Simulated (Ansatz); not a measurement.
Write a Python script for Ansatz 0.2.0 through its Python package that makes a ladder of basis sets of CH5AlO, SMILES O[CH2][AlH2]. Settings (for the species named): PBE0, cc-pVDZ basis, multiplicity 1, D4 dispersion. The script varies basis: cc-pVDZ, cc-pVTZ.

```xyz
8

O    -1.1412    0.7659   -0.7901
C    -0.2746    0.6974    0.2475
Al    0.8894   -0.8776   -0.0463
H    -1.8068    0.1264   -0.6494
H    -0.7955    0.6018    1.2067
H     0.3615    1.6271    0.2715
H     0.3226   -2.3438   -0.1052
H     2.5366   -0.6542   -0.1906
```

`basis_ch5alo.py`:
```python
import ansatz as az

ch5alo = (
    az.Crystal.molecule()
    .atom("O", (-1.1412, 0.7659, -0.7901))
    .atom("C", (-0.2746, 0.6974, 0.2475))
    .atom("Al", (0.8894, -0.8776, -0.0463))
    .atom("H", (-1.8068, 0.1264, -0.6494))
    .atom("H", (-0.7955, 0.6018, 1.2067))
    .atom("H", (0.3615, 1.6271, 0.2715))
    .atom("H", (0.3226, -2.3438, -0.1052))
    .atom("H", (2.5366, -0.6542, -0.1906))
)

calculation = ch5alo.calculation().functional("pbe0", dispersion="d4")

energies = {}
for basis in ["cc-pVDZ", "cc-pVTZ"]:
    summary = calculation.basis(gaussian=basis).run(threads=1).report
    size = summary["n_frozen"] + summary["n_occupied"][0] + summary["n_virtual"][0]
    energies[basis] = (summary["reference_energy_ev"] / 27.211386246, summary["free_energy_ev"] / 27.211386246)
    print(f"{basis:14s} {size:4d} orbitals  reference {energies[basis][0]:14.6f} Ha  total {energies[basis][1]:14.6f} Ha")

last = energies["cc-pVTZ"][1]
for basis, (_, total) in energies.items():
    print(f"{basis:14s} lies {27.211386 * (total - last):9.4f} eV above cc-pVTZ")
```

`python basis_ch5alo.py` gives:
```text
cc-pVDZ          71 orbitals  reference    -358.464427 Ha  total    -358.467669 Ha
cc-pVTZ         164 orbitals  reference    -358.518185 Ha  total    -358.521427 Ha
cc-pVDZ        lies    1.4628 eV above cc-pVTZ
cc-pVTZ        lies    0.0000 eV above cc-pVTZ
```

Against cc-pVDZ: cc-pVTZ -53.8 mHa. The last step alone is -53.76 mHa. From the first set to the last the time grows from 1.7 to 4.1 s.

Caveats:
- The drop along the ladder measures the basis error, and is no property of the molecule.
- The geometry is a force-field or estimated start, not a minimum of this method, and the last set is no limit. Much of the fall in a total is atomic energy, which cancels in bond and reaction energies.
- Total less reference energy is the dispersion correction.
- For Al to Cl the sets with a tight d function, cc-pV(X+d)Z, are usual.
- Run time: 6.2 s on 1 thread of Arm Neoverse V2, on a shared host, peak memory 0.33 GiB.
